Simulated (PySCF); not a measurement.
C4H2N2: core ionisation energies

C4H2N2.
SMILES with atom numbers: `[CH2:1]=[C:2]([C:3]#[N:4])[C:5]#[N:6]`

Method used: PySCF, delta-SCF UKS SCAN, pcX-2 on the ionised atom, pcseg-1 elsewhere, spin-free X2C. Binding energies are ΔSCF values: E(core-ionised, relaxed orbitals) − E(ground state) at a fixed geometry, referred to the vacuum level.

**Question.** What binding energy does each computed site have?

**Answer.** 
| atom(s) | bonded to | level | binding energy (eV) | above the level's lowest (eV) | count |
| --- | --- | --- | --- | --- | --- |
| C1 | C (double bond) and 2 H | C 1s | 292.15 | 0.00 | 1 |
| C3/C5 | N (triple bond) and C | C 1s | 293.11 | +0.96 | 2 |
| C2 | C (double bond) and 2 C | C 1s | 293.90 | +1.75 | 1 |
| N4/N6 | C (triple bond) | N 1s | 405.84 | 0.00 | 2 |

Lowest listed C 1s: C1, bonded to C (double bond) and 2 H. Highest, 1.75 eV above it: C2, bonded to C (double bond) and 2 C. The widest gap between neighbouring values is 0.96 eV, between 292.15 and 293.11 eV. Summing the Pauling electronegativity differences to the bonded atoms, each weighted by its formal bond order, gives -0.70 for the lowest site and 0.00 for the highest; the largest sum, +1.47, belongs to C3/C5, 0.79 eV below the top.

**Question.** Express the binding energy of C 1s of C1 in atomic units and per mole.

**Answer.** 292.15 eV = 10.7363 Eh = 28188 kJ/mol.

Atoms equivalent by their bonding share one computed value, that of the first of them. Geometry: GFN2-xTB; no solvent, vibrations or thermal averaging.
